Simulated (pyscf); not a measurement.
Single points on ωB97X-D3(BJ)/def2-SVP structures (PySCF, gas phase). MP2 and CC: frozen core, UHF for open shells. ΔMP2 is the change of the MP2 total energy from the triple- to the quadruple-zeta basis.

Task: Estimate the classical barrier height and the reaction energy of H₃C–CH₂–I → HI + H₂C=CH₂ at CCSD(T)/def2-TZVPP + ΔMP2(QZVPP). The step runs on the singlet surface, breaks C–I, C–H and forms H–I; take the reactant's lowest minimum found as zero.

Result: ΔE‡ = 61.2 kcal/mol, ΔE = +25.8 kcal/mol. Zero-point energy shifts the barrier by -5.2 kcal/mol. It is an elimination, with an imaginary mode of 1546i cm⁻¹. On the reactant side the descent ends in a point that may be a rotor saddle (no frequency run), 3.5 kcal/mol over the lowest minimum found and 59.8 kcal/mol under the saddle at ωB97X-D3(BJ)/def2-TZVP. At ωB97X-D3(BJ)/def2-TZVP the barrier from the zero used here is 63.3 kcal/mol. This is the saddle that the search found; another between the same sides may lie lower. The CCSD(T) − MP2 part came from Ansatz, without density fitting, on the same reference. The frozen core leaves the outer d or s,p core shells of the metals and heavy elements correlated in the MP2 and CC values, and def2-TZVPP describes them poorly, which can shift differences by a few kcal/mol. Elements past Kr carry the def2 core potentials, without spin-orbit coupling.
